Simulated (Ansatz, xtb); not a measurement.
## Ligand exchange: BH(CH3)2 + SiH2(SiH3)F → BH(CH3)(SiH3) + SiH2(CH3)F

Gas-phase species: BH(CH3)2, singlet; SiH2(SiH3)F, singlet; BH(CH3)(SiH3), singlet; SiH2(CH3)F, singlet. The partners trade CH3 for SiH3: B–CH3 and Si–SiH3 bonds give way to B–SiH3 and Si–CH3.

Shapes, held fixed at every level: PBE0-D4/def2-TZVP. Programs: Ansatz 0.2.0, xtb 6.7.1, xtb 6.7.1 later snapshot. The zero-point and thermal change to 298 K, harmonic and unscaled (PBE0-D4/def2-TZVP), is -0.8 kJ/mol.

| level | kind | ΔH(298 K) (kJ/mol) | less CCSD(T)/CBS estimate |
| --- | --- | --- | --- |
| GFN1-xTB | semi-empirical | +26.3 | +15.8 |
| PBE-D4/def2-TZVPP | GGA | +17.0 | +6.5 |
| r2SCAN-D4/def2-TZVPP | meta-GGA | +13.4 | +2.9 |
| r2SCAN0-D4/def2-TZVPP | global hybrid | +12.9 | +2.4 |
| B2PLYP/def2-TZVPP | double hybrid | +11.9 | +1.4 |
| MP2/def2-SVP | perturbation theory | +11.0 | +0.5 |
| CCSD(T)/def2-TZVPP | coupled cluster or CI | +9.8 | -0.7 |
| CCSD/def2-TZVPP | coupled cluster or CI | +9.7 | -0.8 |
| CCSD(T)/CBS estimate | coupled cluster or CI | +10.5 | 0.0 |

The highest level, CCSD(T)/CBS estimate, gives ΔH(298 K) = +10.5 kJ/mol; the levels span +9.7 to +26.3. The column of differences is taken from that level and isn't an error. No measured value is set beside it here. The CBS estimate extrapolates MP2 from def2-TZVPP and def2-QZVPP and adds CCSD(T) − MP2 in the triple-zeta set, cores frozen.
